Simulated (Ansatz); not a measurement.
**Scan of AlH$_{2}$⁺, triplet**

Starting geometry (PBE0/def2-TZVP stationary point for this spin, not checked as a minimum):

```json
{"atom": "Al", "x (Å)": "0.0000", "y (Å)": "0.0000", "z (Å)": "-0.1021"}
{"atom": "H", "x (Å)": "0.0000", "y (Å)": "0.8996", "z (Å)": "1.3665"}
{"atom": "H", "x (Å)": "0.0000", "y (Å)": "-0.8996", "z (Å)": "1.3665"}
```

From there the angle named below is changed in its plane at fixed bond lengths, both arms turning rigidly about the middle atom; atoms are numbered as listed. Energies are in kcal/mol, counted from the starting geometry at the same level. Kohn–Sham curves are unrestricted where that lies lower.

Basis aug-cc-pVTZ; Ansatz 0.2.0. Only valence electrons are correlated (noble-gas cores frozen).

Full CI is exact within this basis and frozen core; it isn't the basis-set limit.

| angle H2-Al1-H3 (°) | r2SCAN |
| --- | --- |
| 63.0 | 0.0 |
| 70.5 | 0.5 |
| 86.6 | 3.9 |
| 105.7 | 10.4 |
| 119.8 | 16.4 |
| 140.2 | 26.8 |
| 155.2 | 35.5 |
| 180.0 | 49.3 |

Problem. Estimate the full CI curve in aug-cc-pVTZ from this one, knowing how r2SCAN errs.

Solution. The computed full CI values, in kcal/mol from the starting point, and the error of r2SCAN against them:
```csv
angle H2-Al1-H3 (°),full CI,r2SCAN less full CI
63.0,0.0,0.0
70.5,0.6,-0.1
86.6,4.1,-0.3
105.7,10.9,-0.5
119.8,17.1,-0.7
140.2,27.7,-0.9
155.2,36.5,-1.0
180.0,48.7,0.7
```

The error spans 1.6 kcal/mol and is largest, -1.0 kcal/mol, at 155.2 °.
